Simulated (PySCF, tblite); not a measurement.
Breaking a bond: SMILES [SiH4] (H4Si), singlet. The Si1–H5 bond (Si1 also carries H, H, H; H5 carries nothing else) is stretched with both fragments frozen at the PBE0/def2-TZVP optimised geometry.

GFN2-xTB, 300 K electronic temperature (tblite); UCCSD(T) = CCSD(T) on UHF/cc-pVDZ, 5 core orbitals frozen (PySCF 2.14.0).

Energies relative to the lowest point of each curve near equilibrium, in kJ/mol; the last columns give the difference from UCCSD(T):

```csv
R / Å,GFN2-xTB,UCCSD(T),GFN2-xTB − UCCSD(T)
1.11,319.8,229.6,90.2
1.19,145.1,125.0,20.1
1.28,48.3,53.1,-4.8
1.35,14.5,21.2,-6.8
1.39,5.0,10.2,-5.2
1.43,0.5,3.4,-2.9
1.48,0.0,0.0,0.0
1.52,2.5,0.6,1.9
1.59,11.1,7.4,3.7
1.62,16.0,12.1,3.9
1.73,37.4,36.0,1.4
1.85,64.1,69.7,-5.5
2.00,102.0,116.3,-14.3
2.22,160.9,184.3,-23.4
2.45,220.2,247.5,-27.3
2.68,273.3,297.9,-24.6
2.97,328.1,342.8,-14.7
3.24,366.4,366.0,0.3
3.61,401.1,377.5,23.6
4.03,422.1,380.7,41.4
4.46,—,381.5,—
5.19,—,381.8,—
```

GFN2-xTB is furthest from UCCSD(T) at 1.11 (90.2 kJ/mol, above); its mean absolute difference over the points is 15.8 kJ/mol.

A dash means that the run gave no value there, or that the column was ended at a point which the program doubted or which failed a test of continuity chosen for this set; such a test can also cut sound points.

The unrestricted determinant behind UCCSD(T) is spin-contaminated at 2.22 to 5.19 Å (<S²> up to 1.0, against 0.00 for a pure singlet).
